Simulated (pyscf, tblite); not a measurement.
Cl–C(Cl)(Cl)–Cl + H• → HCl + Cl–C•(Cl)–Cl: energy along the mass-weighted descent from the GFN2-xTB with spin polarisation saddle (tblite), relative to the relaxed reactant side, a complex of the molecules.

```
s (amu^1/2 bohr) | E (kcal/mol)
    -2.40 | ##################### 0.1
    -1.20 | ####################### 2.3
    0.000 | ############################## 7.8
     1.20 | ################ -3.4
     2.40 | ####### -11.3
     3.38 | ### -14.1
     4.56 | ### -14.7
     5.03 | ## -15.3
     5.35 | ## -15.7
     5.65 | # -15.9
     5.91 | # -16.2
     6.18 | # -16.4
     6.46 |  -16.6
     6.68 |  -16.8
     6.89 |  -16.9
```

The GFN2-xTB with spin polarisation barrier from the reactant side is 7.8 kcal/mol. What does ωB97X-D3(BJ) (PySCF) give from its own reactant-side minimum, in def2-SVP and in def2-TZVP?

9.4 kcal/mol in the double-zeta basis after reoptimising the saddle, and 8.5 kcal/mol in the triple-zeta single point, so the tight-binding barrier lies 0.7 kcal/mol under the latter. The imaginary mode goes from 1010i to 1142i cm⁻¹.
